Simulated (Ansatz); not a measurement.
Relaxation of C$_{3}$H$_{6}$N (10 atoms, charge 1, multiplicity 1), to a largest force component of 0.015 eV/Å in at most 40 steps.

These are results of RKS PBE0-D4/def2-SVP in Ansatz, not measurements.

```xyz
10
Properties=species:S:1:pos:R:3:forces:R:3
C -0.916 1.367 -1.050 -0.12 -0.07 -0.29
C -0.249 0.733 -0.032 0.46 -0.37 0.73
N 0.083 -0.528 -0.229 -0.81 0.53 -1.39
C 0.726 -1.279 0.693 0.48 -0.25 0.91
H -1.148 0.824 -1.958 -0.07 -0.30 -0.42
H -1.227 2.400 -0.974 -0.14 0.53 0.09
H -0.008 1.250 0.899 0.05 0.19 0.28
H 0.158 -2.226 0.802 -0.18 -0.22 0.05
H 0.972 -0.817 1.658 0.08 0.02 0.17
H 1.611 -1.724 0.193 0.24 -0.07 -0.12
```

Problem. Where does it end, and by what steps?

Solution. The run converged. Limits of this set-up: the dipole of an ion depends on the origin. After 6 steps the energy has fallen by 0.054 eV; N3 moved furthest, 0.04 Å.

```tsv
step	energy less start (eV)	largest force component (eV/Å)	accepted
0	0.0000	1.391	yes
1	-0.0413	0.675	yes
2	-0.0495	0.303	yes
3	-0.0496	0.242	yes
4	-0.0501	0.223	yes
5	-0.0538	0.022	yes
6	-0.0538	0.007	yes
```

```xyz
10
Properties=species:S:1:pos:R:3
C -0.918 1.371 -1.053
C -0.249 0.728 -0.017
N 0.064 -0.528 -0.261
C 0.731 -1.288 0.691
H -1.131 0.810 -1.972
H -1.238 2.418 -0.976
H -0.008 1.239 0.928
H 0.139 -2.223 0.828
H 0.983 -0.804 1.647
H 1.625 -1.723 0.185
```

Time of the run: 23 s on 1 thread of Arm Neoverse V1, with other jobs on the host, peak memory 0.16 GiB.
